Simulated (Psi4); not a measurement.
# OMP2/def2-TZVPP (density fitting for correlation) run of SiH3F (SMILES F[SiH3])

What is the energy change on altering one bond length of SiH3F at OMP2/def2-TZVPP (density fitting for correlation)? The job is set up through a Python script.

The calculation is run with Psi4 1.11.

1 further run of the same task is left out (it didn't finish).

## (1) Starting point

The species is SiH3F (5 atoms), meant as a singlet with charge 0. As SMILES, `F[SiH3]`. The shape is that of a PBE0-D4/def2-TZVP optimisation.

Bond lengths: F1–Si2 1.600 Å, Si2–H3 1.482 Å, Si2–H4 1.482 Å, Si2–H5 1.482 Å. Angles: F1–Si2–H3 108.3°, F1–Si2–H4 108.3°, F1–Si2–H5 108.3°, H3–Si2–H4 110.6°, H3–Si2–H5 110.6°, H4–Si2–H5 110.6°.

## (2) The energy at OMP2/def2-TZVPP (density fitting for correlation)

Contents of fh3si.py:

```python
import psi4

psi4.set_memory(1600000000)
psi4.set_num_threads(1)
psi4.core.set_output_file('psi4.out', False)

m = psi4.geometry("""
F
Si 1 1.59994
H 2 1.481757 1 108.32834
H 2 1.48166 3 110.58575 1 118.57536
H 2 1.481652 4 110.58883 3 -122.84593
units angstrom
symmetry c1
no_reorient
no_com
""")

psi4.set_options(dict(basis='def2-TZVPP', puream=True, e_convergence=1e-09, d_convergence=1e-08, scf_type='pk', num_frozen_docc=6))

e_tot, wfn = psi4.energy('omp2', return_wfn=True)
print(f'omp2 energy: {e_tot:.10f} Eh')
```

Started as:

```bash
$ python fh3si.py
```

psi4.out (excerpt; [...] marks lines left out):

```text
[...]
  Running in c1 symmetry.
[...]
  Nuclear repulsion =   63.042811053705492
[...]
  Multiplicity = 1
[...]
  Nalpha       = 13
  Nbeta        = 13
[...]
    Number of basis functions: 115
[...]
   @RHF iter   1:  -390.18594408898974   -6.44543e-01   2.88190e-03 DIIS/ADIIS
[...]
   @RHF iter  10:  -390.23211232155370   -3.29692e-12   2.58891e-09 DIIS
[...]
    Orbital Energies [Eh]
    ---------------------
    Doubly Occupied:
       1A    -68.815755     2A    -26.284853     3A     -6.160902
       4A     -4.268273     5A     -4.267272     6A     -4.267271
       7A     -1.585561     8A     -0.774966     9A     -0.668323
      10A     -0.668322    11A     -0.640023    12A     -0.491160
      13A     -0.491140
[...]
  @RHF Final Energy:  -390.23211232155370
   => Energetics <=
    Nuclear Repulsion Energy =             63.0428110537054920
    One-Electron Energy =                -667.7822024993683954
    Two-Electron Energy =                 214.5072791241092034
    Total Energy =                       -390.2321123215537000
[...]
 Multipole Moments:
 ------------------------------------------------------------------------------------
     Multipole            Electronic (a.u.)      Nuclear  (a.u.)        Total (a.u.)
 ------------------------------------------------------------------------------------
 L = 1.  Multiply by 2.5417464519 to convert [e a0] to [Debye]
 Dipole X            :          0.0001194           -0.0000732            0.0000462
 Dipole Y            :          0.0002333           -0.0001373            0.0000959
 Dipole Z            :         -3.3514478            3.9160632            0.5646154
 Magnitude           :                                                    0.5646154
[...]
	Warning: cc_lambda option is changed to TRUE
	For this residual convergence, default PCG convergence is:     1.00e-07
[...]
	DF-MP2 Total Energy (a.u.)         :  -390.61447906380141
[...]
	DF-MP2 Total Energy (a.u.)         :  -390.61837653379087
[...]
	DF-OMP2 Total Energy (a.u.)        :  -390.61837653379064
[...]
```

Standard output:

```text
omp2 energy: -390.6183765338 Eh
```

It took 14 s on 1 thread of Intel Xeon 6975P-C (Granite Rapids), shared host; peak memory 0.53 GiB.

## (3) The distorted shape

Contents of job.py:

```python
import psi4

psi4.set_memory(1600000000)
psi4.set_num_threads(1)
psi4.core.set_output_file('fh3si.out', False)

molecule = psi4.geometry("""
F     -1.47638822     0.70064242     4.82566510
Si     1.01408184     0.35652329     3.14626550
H     -0.69504127    -0.36396125    -2.72819761
H      2.38470020    -1.90850244     4.05768041
H      2.59616055     2.64819416     3.43747229
units bohr
symmetry c1
no_reorient
no_com
""")

psi4.set_options({
    'basis': 'def2-TZVPP',
    'puream': True,
    'e_convergence': 1e-09,
    'd_convergence': 1e-08,
    'scf_type': 'pk',
    'num_frozen_docc': 6,
})

e, wfn = psi4.energy("omp2", return_wfn=True)
print(f'total energy {e:.8f} hartree = {e * 27.211386:.5f} eV')
for k, v in sorted(psi4.core.scalar_variables().items()):
    print(f'{k:45s} {v:18.10f}')
```

Started as:

```bash
$ python job.py
```

fh3si.out (excerpt; [...] marks lines left out):

```text
[...]
  Running in c1 symmetry.
[...]
  Nuclear repulsion =   59.412045538277532
[...]
  Multiplicity = 1
[...]
  Nalpha       = 13
  Nbeta        = 13
[...]
    Number of basis functions: 115
[...]
   @RHF iter   1:  -389.98189362048947   -7.17993e-01   2.86506e-03 ADIIS/DIIS
[...]
   @RHF iter  10:  -390.02975112291608   -3.45608e-11   8.88858e-09 DIIS
[...]
    Orbital Energies [Eh]
    ---------------------
    Doubly Occupied:
       1A    -68.905399     2A    -26.329493     3A     -6.243954
       4A     -4.350782     5A     -4.350030     6A     -4.349317
       7A     -1.626340     8A     -0.805816     9A     -0.708819
      10A     -0.702056    11A     -0.660090    12A     -0.534449
      13A     -0.305815
[...]
  @RHF Final Energy:  -390.02975112291608
   => Energetics <=
    Nuclear Repulsion Energy =             59.4120455382775319
    One-Electron Energy =                -659.1388744612147548
    Two-Electron Energy =                 209.6970778000210771
    Total Energy =                       -390.0297511229161387
[...]
 Multipole Moments:
 ------------------------------------------------------------------------------------
     Multipole            Electronic (a.u.)      Nuclear  (a.u.)        Total (a.u.)
 ------------------------------------------------------------------------------------
 L = 1.  Multiply by 2.5417464519 to convert [e a0] to [Debye]
 Dipole X            :         -4.2969438            5.1954713            0.8985274
 Dipole Y            :        -11.5673278           11.6728383            0.1055105
 Dipole Z            :        -91.1647278           92.2456580            1.0809302
 Magnitude           :                                                    1.4095723
[...]
	Warning: cc_lambda option is changed to TRUE
	For this residual convergence, default PCG convergence is:     1.00e-07
[...]
	DF-MP2 Total Energy (a.u.)         :  -390.43366282514000
[...]
	DF-MP2 Total Energy (a.u.)         :  -390.44331502800208
[...]
	DF-OMP2 Total Energy (a.u.)        :  -390.44331502800048
[...]
```

On the terminal:

```text
total energy -390.44331503 hartree = -10624.50376 eV
CURRENT CORRELATION ENERGY                         -0.4135639051
CURRENT ENERGY                                   -390.4433150280
CURRENT REFERENCE ENERGY                         -390.0297511229
DD SOLVATION ENERGY                                 0.0000000000
HF KINETIC ENERGY                                 389.6180844907
HF POTENTIAL ENERGY                              -779.6478356136
HF TOTAL ENERGY                                  -390.0297511229
HF VIRIAL RATIO                                     2.0010565902
MP2 CORRELATION ENERGY                             -0.4039117022
MP2 DOUBLES ENERGY                                 -0.4039117022
MP2 SINGLES ENERGY                                  0.0000000000
MP2 TOTAL ENERGY                                 -390.4336628251
NUCLEAR REPULSION ENERGY                           59.4120455383
OMP2 CORRELATION ENERGY                            -0.4135639051
OMP2 REFERENCE CORRECTION ENERGY                    0.0106891905
OMP2 TOTAL ENERGY                                -390.4433150280
ONE-ELECTRON ENERGY                              -659.1388744612
PCM POLARIZATION ENERGY                             0.0000000000
PE ENERGY                                           0.0000000000
SCF ITERATION ENERGY                             -390.0297511229
SCF ITERATIONS                                     10.0000000000
SCF TOTAL ENERGY                                 -390.0297511229
SCS(N)-MP2 CORRELATION ENERGY                     390.0297511229
SCS(N)-MP2 TOTAL ENERGY                             0.0000000000
SCS(N)-OMP2 CORRELATION ENERGY                    390.0297511229
SCS(N)-OMP2 TOTAL ENERGY                            0.0000000000
SCS-MP2 CORRELATION ENERGY                        390.0297511229
SCS-MP2 TOTAL ENERGY                                0.0000000000
SCS-OMP2 CORRELATION ENERGY                       390.0297511229
SCS-OMP2 TOTAL ENERGY                               0.0000000000
SOS-MP2 CORRELATION ENERGY                        390.0297511229
SOS-MP2 TOTAL ENERGY                                0.0000000000
SOS-OMP2 CORRELATION ENERGY                       390.0297511229
SOS-OMP2 TOTAL ENERGY                               0.0000000000
TWO-ELECTRON ENERGY                               209.6970778000
```

It took 15 s on 1 thread of Intel Xeon 6975P-C (Granite Rapids), shared host; peak memory 0.53 GiB.

## (4) What came out

At OMP2/def2-TZVPP (density fitting for correlation), 6 core orbitals frozen:

```
                                                          quantity          value
                                         first shape: total energy  -390.61838 Eh
                  first shape: HOMO energy (Hartree–Fock orbitals)      -13.36 eV
                  first shape: LUMO energy (Hartree–Fock orbitals)        2.91 eV
                first shape: HOMO–LUMO gap (Hartree–Fock orbitals)       16.27 eV
          first shape: correlation energy (6 core orbitals frozen)     -386.3 mEh
                                     distorted shape: total energy  -390.44332 Eh
              distorted shape: HOMO energy (Hartree–Fock orbitals)       -8.32 eV
              distorted shape: LUMO energy (Hartree–Fock orbitals)       -1.06 eV
            distorted shape: HOMO–LUMO gap (Hartree–Fock orbitals)        7.26 eV
      distorted shape: correlation energy (6 core orbitals frozen)     -413.6 mEh
energy change with the Si2–H3 bond stretched from 1.482 to 3.260 Å       4.764 eV
```

In words: One bond (distorted shape) is far stretched, which a spin-restricted single reference describes badly; perturbation theory on it can break down and give far too much correlation. With the Si2–H3 bond stretched from 1.482 to 3.260 Å the energy rises by 4.76 eV (110 kcal/mol). The first shape isn't relaxed at this level, so the change isn't measured from a minimum. A restricted reference can't describe the breaking bond well at this length.
